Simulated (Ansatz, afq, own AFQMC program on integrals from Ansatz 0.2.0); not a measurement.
# InH$_{3}$⁺, doublet in def2-SVP, levels against full CI

```yaml
atoms:
  - { symbol: In, position_ang: [0.0000, -0.0213, 0.0006] }
  - { symbol: H, position_ang: [0.0000, 2.6433, -0.0775] }
  - { symbol: H, position_ang: [0.0000, -0.1635, -1.8844] }
  - { symbol: H, position_ang: [0.0000, -0.0548, 1.8906] }
```

Basis def2-SVP with its core potentials. Noble-gas cores (and the filled d shells of Ga–Kr and In–Xe) are frozen. Integrals, coupled cluster, full CI and functionals: Ansatz 0.2.0; the random walks run on the same integrals in our own AFQMC program. The CISD trial takes its coefficients from CCSD amplitudes. Released means that phaseless walkers are propagated on without the constraint, phases kept. ± is one standard error of the sampling. No spin–orbit coupling.

Determinant: UHF, the one that the program's search chose, which needn't be the lowest solution. The geometry is a point of a scan.

Full CI on the same integrals is exact in this basis and with this determinant's frozen core.

Cautions: no spin-orbit coupling; inner d shell frozen.

```
T1 diagnostic                               : 0.0170
weight of the determinant in the CISD state : 0.932
⟨S²⟩ of the determinant                     : 0.751
size of the correlated space                : 5 electrons in 32 orbitals
```

Reference: full CI, correlation energy -1.911 eV. The released energy is read at 2.40 1/Eh (meV from the phaseless value at times in 1/Eh: -0.9 ± 0.9 at 0.24, -1.1 ± 0.7 at 0.51, -1.3 ± 0.6 at 0.99, -2.0 ± 0.5 at 1.62, -2.8 ± 0.4 at 2.40).

```
         level  E − E(reference) (kcal/mol)  share of correlation (%)
            HF                        44.07                      0.00
           MP2                        13.09                     70.29
          CCSD                         0.93                     97.90
       CCSD(T)                         0.30                     99.32
         CCSDT                         0.03                     99.94
      CCSDT(Q)                         0.01                     99.98
        CCSDTQ                         0.00                    100.00
   ph-AFQMC/HF                 -0.44 ± 0.43                    101.00
 ph-AFQMC/CISD                  0.08 ± 0.02                     99.82
released AFQMC                  0.02 ± 0.01                     99.96
```

CCSDT and higher add their correlation energy to the determinant of the CCSD(T) run, since their own runs factorise the integrals more tightly (a shift of under 2 meV). A walk keeps the symmetry of its determinant, which the program's search chose and which needn't be the lowest solution, so a lower state of the same spin and another symmetry isn't excluded. Released energies are given only where the last usable release times agree within the noise; a slower fall can still hide under it.
